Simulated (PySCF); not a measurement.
# OF−: bond curves at several levels of theory

One job finds the state of OF−, follows it along the bond with each method and fits the curves.

Program: PySCF 2.14.0. Level of theory: O aug-cc-pVDZ, F aug-cc-pVDZ, no relativity. These are calculated values, not measurements.

## Step 1: Input

Settings of the job:

```
atoms                         : O, F
charge                        : -1
basis                         : O aug-cc-pVDZ, F aug-cc-pVDZ
Hamiltonian                   : no relativity
basis functions               : 46
electrons treated             : 18
masses in u                   : 15.9949, 18.9984
levels                        : PBE0, PBE, r²SCAN, MN15, B2PLYP, M06-L, HSE06, HF, MP2, SCS-MP2, CCSD, CCSD(T)
grid                          : 80 radial by 434 angular points
occupations                   : held fixed by the projection of orbital angular momentum
dissociation limit            : O + F−, each in its ground configuration
starting distance in angstrom : 1.315
values of 2S to try           : 0, 2
```

Further steps of the session: The PBE0 curve of the state that the search chose; Excited determinants; PBE; r²SCAN (meta-GGA); MN15 (hybrid meta-GGA); B2PLYP; M06-L (meta-GGA); HSE06 (range-separated hybrid); RHF; Correlated methods on the Hartree–Fock reference.

What does the calculation give? Wanted: for each run, Re; ωe; De; μ.

As calculated:

Lowest PBE0 solution found, without spin–orbit coupling: ¹Σ⁺ (singlet), closed shell.

| level | Re (Å) | ωe (cm⁻¹) | De (eV) | μ (D) |
| --- | --- | --- | --- | --- |
| RHF | 1.493 | 771 | -1.21 | 0.95 |
| RHF-MP2 | 1.499 | 888 | 0.68 | n/a |
| RHF-SCS-MP2 | 1.508 | 865 | 0.65 | n/a |
| RHF-CCSD | 1.526 | 787 | 0.57 | n/a |
| RHF-CCSD(T) | 1.552 | 728 | 0.78 | n/a |
| PBE | 1.527 | 769 | 1.58 | 1.87 |
| r²SCAN | 1.517 | 797 | 1.20 | 1.77 |
| M06-L | 1.543 | 723 | 1.24 | 1.55 |
| PBE0 | 1.493 | 827 | 1.04 | 1.71 |
| HSE06 | 1.497 | 818 | 1.03 | 1.70 |
| MN15 | 1.489 | 830 | 1.24 | 1.66 |
| B2PLYP | 1.526 | 780 | 0.95 | 1.28 |

De is counted to O + F− in their ground configurations. A positive dipole points from O to F; in an ion it is taken about the centre of mass and does not tell which atom is negative.

In words: The methods spread over 0.064 Å in bond length, from MN15 to RHF-CCSD(T). Among the levels with a De in the table, it runs from -1.21 eV (RHF) to 1.58 eV (PBE).

Correlated steps freeze 2 core orbitals. B2PLYP dipoles, levels and charges come from its SCF part alone. A negative De means that the minimum lies above the separated atoms at that level. T1 is 0.029 near the minimum (highest on the curve 0.042), which may point to more than one leading configuration. With some functionals the highest level of the anion is positive, from self-interaction error or because the anion is truly unbound there; the finite basis then holds the extra electron, and no neutral molecule was run to test the binding.
